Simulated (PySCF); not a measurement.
Series CXY, Y = methyl, computed as singlets and as triplets. All species are isolated molecules in the gas phase. One relaxed conformer stands for each flexible species; it need not be the lowest. Strings in code marks are SMILES.

All values below come from PBE-D3(BJ)/def2-TZVP // B3LYP-D3(BJ)/def2-TZVP (PySCF). 

```json
[
 {"species": "X = methyl, multiplicity 3 (`C[C]C` (near-degenerate triplet))", "highest occupied spin orbital (eV)": "-3.98"},
 {"species": "X = fluoro, multiplicity 1 (`C[C]F` (lower singlet))", "highest occupied spin orbital (eV)": "–"},
 {"species": "X = hydroxy, multiplicity 1 (`C[C]O` (lower singlet; C–C–O–H torsion 180°))", "highest occupied spin orbital (eV)": "–"},
 {"species": "X = amino, multiplicity 3 (`N[C]C` (excited triplet))", "highest occupied spin orbital (eV)": "-3.96"},
 {"species": "X = cyano, multiplicity 3 (`C[C]C#N` (lower triplet))", "highest occupied spin orbital (eV)": "-5.76"},
 {"species": "X = boryl, multiplicity 1 (`B[C]C` (lower singlet))", "highest occupied spin orbital (eV)": "–"},
 {"species": "X = boryl, multiplicity 3 (`B[C]C` (excited triplet))", "highest occupied spin orbital (eV)": "-4.94"},
 {"species": "X = mercapto, multiplicity 1 (`C[C]S` (lower singlet; C–C–S–H torsion 0°))", "highest occupied spin orbital (eV)": "–"},
 {"species": "X = vinyl, multiplicity 3 (`C=C[C]C` (lower triplet; C–C–C–C torsion 180°))", "highest occupied spin orbital (eV)": "-4.36"},
 {"species": "X = formyl, multiplicity 3 (`C[C]C=O` (triplet; the order of the spin states depends on the level; C–C–C–O torsion 180°))", "highest occupied spin orbital (eV)": "-5.79"},
 {"species": "X = isocyano, multiplicity 3 (`[C-]#[N+][C]C` (near-degenerate triplet))", "highest occupied spin orbital (eV)": "-5.22"},
 {"species": "X = AlH2, multiplicity 3 (`C[C][AlH2]` (lower triplet))", "highest occupied spin orbital (eV)": "-4.87"}
]
```
